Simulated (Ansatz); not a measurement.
## Ansatz (development build ahead of 0.2.0) run

```yaml
crystal:
  periodic: [false, false, false]
  atoms:
    - { symbol: P, position_ang: [0.0, 0.0, 0.0] }
    - { symbol: O, position_ang: [0.0, 0.0, 1.6236] }
basis:
  gaussian: { orbitals: def2-SVP }
magnetization:
  initial_magnetization: 1
hamiltonian:
  xc: hf
correlation:
  method: mp2
  frozen_orbitals: { O: 1, P: 5 }
scf:
  omitted_lower_state_checks: [starts, atomic_configurations, cluster_reference, orbital_swaps, given_window_search, neighbouring_geometries, increment]
```

The input is written out in the form of the current development build from the run's settings. Correlation on restricted open-shell orbitals is semicanonical, with singles.

The run gave:

* Converged: yes
* Reference energy: -415.35857 hartree
* Correlation energy: -0.31021 hartree
* Total energy: -415.66878 hartree
* Spin squared of the determinant: 0.750
* Stability test: minimum among restricted orbitals
* Occupied orbitals by symmetry in an Abelian subgroup (alpha; beta): 7 A1 3 B1 2 B2; 7 A1 2 B1 2 B2

Messages of the program:
```
mean field -11302.48235463 eV, -415.3585654348 hartree, gradient 4.9e-6 eV, S^2 0.750000; 0 other ends of a descent, 0 dependent functions left out
```

Caution: an unrestricted determinant lies well below.
